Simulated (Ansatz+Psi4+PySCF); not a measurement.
```xyz
5

O    -1.0410   -0.4364    0.0000
C     0.0000    0.4239    0.0000
O     1.1694    0.1037    0.0000
H    -0.6496   -1.3351    0.0000
H    -0.3779    1.4530    0.0000
```

Basis set: cc-pVTZ (spherical functions). Frozen core: 3 orbitals. Charge 0, multiplicity 1.

Computed with Ansatz (development build ahead of 0.2.0) and Psi4 1.11; each method stands on the lowest determinant of its kind that the runs found. Restricted open shells among the atoms or ions are ROHF, correlated in semicanonical orbitals with singles.

Task: Give the vertical ionization energy (product with multiplicity 2 at the same shape, open shells in the same class of orbitals) of singlet CH2O2 by RHF-CCSD(T), RHF-CCSD, RHF-MP2, RHF.

Result:

```tsv
method	ionization energy
RHF-CCSD(T)	11.37 eV
RHF-CCSD	11.31 eV
RHF-MP2	11.76 eV
RHF	10.10 eV
```
